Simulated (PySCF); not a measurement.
Species: nitrogen trifluoride, NF₃.
SMILES: `FN(F)F`

Method used: PBE0-D3(BJ)/def2-SVP geometry optimisation, gas phase (PySCF 2.14.0).

Take the most abundant isotopes and a rigid rotor. 

(1) Give the principal moments of inertia and the rotational constants in cm⁻¹.

(2) What kind of rotor is it?

(3) Is it planar, by Δ = Ic − Ia − Ib?

(4) Give the other two planar moments, Paa and Pbb, and the rms extents of the mass along the axes.

## Answers

(1) Ia = 46.07, Ib = 46.13, Ic = 84.43 u·Å²; 505379 MHz·u·Å²/I gives 10970, 10955 and 5986 MHz, that is A = 0.36592, B = 0.36541, C = 0.19967 cm⁻¹.

(2) An oblate symmetric top, as the point group C3v requires two equal moments; the computed ones differ by 0.14 % because the geometry is symmetric only within the optimiser's tolerance: κ = (2 × 10955 − 10970 − 5986)/(10970 − 5986) = 0.99.

(3) Not planar: Δ = Ic − Ia − Ib = -7.78 u·Å². For a rigid frame Δ = −2 Σ m c², so Σ m c² = 3.89 u·Å² lies off the ab plane. The atom farthest from that plane is 0.47 Å away.

(4) Paa = Σ m a² = (Ib + Ic − Ia)/2 = 42.25 and Pbb = Σ m b² = (Ia + Ic − Ib)/2 = 42.18 u·Å². With the mass M = 71.00 u, the rms extents √(P/M) along a, b and c are 0.77, 0.77, 0.23 Å.

The dipole components are |μa| = 0.00 D, |μb| = 0.00 D, |μc| = 0.06 D.

**Question.** Estimate the classical rotational partition function at 10 K, 25 K and 100 K.

**Answer.** Point group C3v, symmetry number σ = 3; q = (√π/σ)·√((kT/h)³/(ABC)), k/h = 20836.6 MHz/K: 66.3 at 10 K, 262 at 25 K, 2100 at 100 K.

Whether it is a minimum is left open (no frequencies). Zero-point vibration and centrifugal distortion are left out.

On one thread of an Arm Neoverse V2, no GPU, on a shared host, this took 3.4 s wall and 0.27 GiB of memory at its peak. That covers the optimisation of the geometry.
